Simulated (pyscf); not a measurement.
Optimised with ωB97X-D3(BJ)/def2-SVP in PySCF.

Question: For H₃C–Zn–SH + H atom (H•) → [H₃C–Zn]• + H₂S, a substitution at S (doublet surface; S–Zn broken, H–S formed), PBE/def2-TZVP gives ΔE‡ = -8.6 kJ/mol and ΔE = -31.1 kJ/mol (zero: the separated reactants). In which direction and how far do B3LYP-D3(BJ)/def2-TZVP, PBE0-D3(BJ)/def2-TZVP, ωB97M-D3(BJ)/def2-TZVP move these?

Answer: B3LYP-D3(BJ): ΔE‡ = -4.6 kJ/mol, ΔE = -46.7 kJ/mol; PBE0-D3(BJ): ΔE‡ = 4.9 kJ/mol, ΔE = -26.8 kJ/mol; ωB97M-D3(BJ): ΔE‡ = 21.4 kJ/mol, ΔE = -33.6 kJ/mol. PBE's barrier lies under all of them, by 4.0 to 30.0 kJ/mol. Its reaction energy lies among theirs. At PBE, B3LYP-D3(BJ) this geometry lies under the reactants; that is no barrier but a single point on another level's saddle; such a level's own saddle, if it has one, lies nearer that side and is low. One saddle was located; it need not be the lowest between these sides. The angle at the attacked S is 178°. Elements up to Kr have no core potential and no relativistic terms here.
